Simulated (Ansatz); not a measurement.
System: CS$_{2}$, charge 1, doublet. CS2+ (parent SMILES C(=S)=S, doublet).
B3LYP-D3(BJ)/def2-TZVP minimum from Ansatz (a program for electronic structure):
```xyz
3

S      0.0000     0.0000    -1.5517
C      0.0000     0.0000     0.0000
S      0.0000     0.0000     1.5517
```
Charge +1, spin multiplicity 2.

Total energies in aug-cc-pV(D+d)Z, 15 correlated electrons, 11 frozen orbitals. UHF or UKS for unpaired electrons; spin-orbit terms are left out. Correlated methods leave the cores frozen. No relativity. The UHF reference of CS2+ (parent SMILES S=C=S, doublet) is spin-contaminated (<S^2> up to 0.28 over the pure value in the sets run). The spin of CS2+ (parent SMILES S=C=S, doublet) was assumed, and the state is the lowest solution found for it.

```csv
method,program,energy (Eh),minus CCSDT(Q) (mEh)
HF,Ansatz,-832.61692,418.98
MP2,Ansatz,-832.96741,68.49
CCSD,Ansatz,-833.00952,26.39
CCSD(T),Ansatz,-833.03143,4.48
CCSDT(Q),Ansatz,-833.03590,0.00
```

Rough core times of Ansatz's runs on a shared machine: CCSD(T) under 20 s, CCSDT(Q) 6 min.
